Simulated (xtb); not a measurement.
xtb input:

```bash
xtb mol.xyz --gfn 2 --ohess tight --chrg 1 --uhf 0
```
mol.xyz:
```
7

N     -0.07308207     0.55043460    -0.08342203
N     -0.07201679    -0.83791116    -0.08368181
H      0.13875121     0.90855052     0.84366288
H     -1.07231151     0.86483608    -0.36506365
H     -0.33602160    -1.25123583     0.83372364
H      0.88489442    -1.15517233    -0.30949128
H      0.57846154     0.90913215    -0.74094356
```

Q: What final total energy does it print?

A: -7.88176 Eh (GFN2-xTB).

It need not be the lowest isomer of its formula.
